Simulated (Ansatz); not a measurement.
A made-up structure of CH2BSi (charge +1), closed shell:

```csv
atom,x (Å),y (Å),z (Å)
B1,-0.4745,-0.1067,-0.0193
C2,0.9186,-0.0512,-0.1296
Si3,-1.6209,1.1602,0.9206
H4,-1.0463,-0.9710,-0.5178
H5,1.9732,0.0447,-0.1783
```

It is relaxed with PBE-D4/def2-SVP and then PBE0-D4/def2-TZVP (Ansatz 0.2.0). Atoms count as bonded within 1.22 times the sum of their covalent radii (H–H: 0.88 Å). The end point is not checked to be a true minimum.

Problem. Does its bonding change? (A judgement: the text doesn't fix the answer.)

Solution. By the calculation: Yes. Formed: C2–Si3; broken: B1–Si3.

Where it ends: The first stage lowers the energy by 2.22 eV in 16 steps. It ends as CH₂BSi ([BH][CH][Si]), total charge +1:
```xyz
5
angstrom
B -0.5038 -0.6866 -0.3909
C 0.3117 0.3047 0.1642
Si -0.2135 1.6889 1.1142
H -1.2447 -1.4842 -0.8287
H 1.4004 0.2534 0.0167
```

Labels in which every atom is bracketed show which atoms are joined, not bond orders.

For scale, one of the runs: PBE0-D4/def2-TZVP relaxation, 111 basis functions, launched by `ansatz run in.yaml --threads 2 --pin off --events-out ev --progress --plain --max-ram 4352MiB`. Hardware: 2 CPU threads of an Arm Neoverse V2, shared host. Wall time about 9.5 s.
